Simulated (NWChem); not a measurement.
## Total energies of ClNa

SMILES: [Cl][Na]
```xyz
2

Na     0.0000     0.0000    -1.4209
Cl     0.0000     0.0000     0.9194
```
Charge 0, spin multiplicity 1.

Everything below was run with NWChem. Structure: optimised with B3LYP/def2-SVP, a minimum by its harmonic frequencies.

Basis set: cc-pVTZ (68 functions).

```csv
method,total energy (Ha),relative cost
RHF,-621.45329,1
MP2,-621.66512,under 3
B2PLYP,-622.34496,3
PBE,-622.27964,under 3
B3LYP,-622.61727,under 3
M06-2X,-622.54973,under 3
CCSD(T),-621.69018,20
```

Total energies of different functionals aren't comparable as a measure of quality: only differences taken within one method are. The cost column gives rough processor time relative to RHF; each entry includes its own SCF.

The correlated methods keep 6 core orbitals frozen. B3LYP has NWChem's definition, with VWN1-RPA local correlation. The structure started from a generated list of species. No row is a measurement; the coupled-cluster row has its own basis-set and correlation limits.
